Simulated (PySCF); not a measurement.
Gas-phase reaction: 2 HBNH + 2 NH3 → B2H6 + 2 N2H2

Energies from PySCF, thermal terms from the rigid-rotor harmonic-oscillator model, ideal gas at 1 bar. † marks an energy on the PBE0/def2-TZVP geometry and frequencies; other levels use their own. CCSD(T) freezes the core. 6-31G* has spherical d functions here. All species are closed-shell singlets. B3LYP is the form with VWN-RPA correlation. HBNH: computed as isolated molecules; such fragments, hydroxides, amides, oligomers or adducts are transient or little studied in the gas. CCSD(T) isn't extrapolated to the basis-set limit.

PBE0/def2-SVP† gives ΔH°(298 K) = 381 kJ.

Q: What do B3LYP/6-31G*, HF/def2-TZVP†, CCSD(T)/def2-TZVPP† give?

A: B3LYP/6-31G*: 353 kJ; HF/def2-TZVP†: 444 kJ; CCSD(T)/def2-TZVPP†: 416 kJ. For scale, ΔH°(298 K) is 381 kJ at this level, 417 kJ at ωB97M-V/def2-TZVP†, and runs from 353 to 461 kJ over the 20 levels computed.
